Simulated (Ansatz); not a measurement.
Working through a composite energy at a relaxed geometry of BCl2 (charge +1), SMILES Cl[B+]Cl

With Ansatz 0.2.0, Python API.

At the Python prompt:
```pycon
>>> import itertools
>>> import ansatz as az
>>> from ase.data import atomic_numbers, covalent_radii
>>> import numpy as np
>>> BASIS_SET = "def2-SVP"
>>> XC = "pbe0"
>>> NET_CHARGE = 1
>>> geometry_ang = [
...     ("Cl", [-1.23838, 0.76648, -0.5913]),
...     ("B", [0.00074, 0.00136, 0.00055]),
...     ("Cl", [1.23764, -0.76784, 0.59074]),
... ]
>>> bcl2 = az.Crystal.molecule()
>>> for symbol, xyz in geometry_ang:
...     bcl2 = bcl2.atom(symbol, xyz)
...
>>> calculation = (
...     bcl2.calculation()
...     .basis(gaussian=BASIS_SET)
...     .functional(XC)
...     .charge(NET_CHARGE)
... )
>>> symbols = [site.symbol for site in bcl2.cartesian_sites]
>>> start = np.array([site.position_ang for site in bcl2.cartesian_sites], dtype=float)
>>> report = calculation.relax(force_tolerance=0.01, max_steps=100).run(threads=1, backend="cpu").report
>>> end = np.array(report["positions_ang"])
>>> # pairs closer than 1.2 times the sum of covalent radii, before or after
>>> radius = [covalent_radii[atomic_numbers[s]] for s in symbols]
>>> span = lambda where, i, j: np.linalg.norm(where[i] - where[j])
>>> bonded = [(i, j) for i, j in itertools.combinations(range(len(symbols)), 2) if min(span(start, i, j), span(end, i, j)) < 1.2 * (radius[i] + radius[j])]
>>> print("pair        before    after (A)")
pair        before    after (A)
>>> for i, j in bonded:
...     print(f"{symbols[i]}{i}-{symbols[j]}{j}".ljust(10), f"{span(start, i, j):8.4f} {span(end, i, j):8.4f}")
...
Cl0-B1       1.5720   1.6177
B1-Cl2       1.5716   1.6177
>>> for first, second in list(itertools.combinations(bonded, 2)):
...     shared = set(first) & set(second)
...     if shared and symbols[(j := shared.pop())] != "H":
...         i, k = sorted((set(first) | set(second)) - {j})
...         u, v = end[i] - end[j], end[k] - end[j]
...         angle = np.degrees(np.arccos(np.clip(u @ v / np.linalg.norm(u) / np.linalg.norm(v), -1, 1)))
...         print(f"final angle {symbols[i]}{i}-{symbols[j]}{j}-{symbols[k]}{k}: {angle:.2f} deg")
...
final angle Cl0-B1-Cl2: 180.00 deg
>>> minimum = az.Crystal.molecule()
>>> for symbol, place in zip(symbols, end):
...     minimum = minimum.atom(symbol, place.tolist())
...
>>> at_minimum = minimum.calculation().charge(NET_CHARGE)
>>> # MP2 extrapolated to the basis limit, plus the small-basis difference CCSD(T) - MP2
>>> level = lambda method, basis: at_minimum.basis(gaussian=basis).correlation(method).run(threads=1, backend="cpu").report
>>> small, large, cluster = level("mp2", "cc-pVDZ"), level("mp2", "cc-pVTZ"), level("ccsd_t", "cc-pVDZ")
>>> corr = lambda each: (each["free_energy_ev"] - each["reference_energy_ev"]) / 27.211386246
>>> mp2_limit = (27 * corr(large) - 8 * corr(small)) / 19
>>> pieces = {"HF / cc-pVTZ": large["reference_energy_ev"] / 27.211386246, "MP2 correlation, DZ-TZ limit": mp2_limit, "CCSD(T) - MP2 / cc-pVDZ": corr(cluster) - corr(small)}
>>> for name, value in pieces.items():
...     print(f"{name:32s} {value:14.6f} Ha")
...
HF / cc-pVTZ                        -943.487418 Ha
MP2 correlation, DZ-TZ limit          -0.491023 Ha
CCSD(T) - MP2 / cc-pVDZ               -0.036608 Ha
>>> print(f"{'sum':32s} {sum(pieces.values()):14.6f} Ha")
sum                                 -944.015049 Ha
>>> print("T1 diagnostic", round(cluster["correlation"]["coupled_cluster"]["t1_diagnostic"], 4))
T1 diagnostic 0.0164
```

What to keep in mind:
- Total energies depend on the basis set; only differences at equal settings carry meaning.
- The sum leaves out core correlation, relativity, the Hartree-Fock basis error and zero-point energy; a DZ-TZ extrapolation is rough.
- Inner cores stay frozen, so this is valence correlation.
- For Al to Cl the sets with a tight d function, cc-pV(X+d)Z, are usual.
- An extrapolation from small basis sets is rough.
- The whole script took 7 s on 1 thread of Arm Neoverse V1 (shared host), peak memory 0.21 GiB.
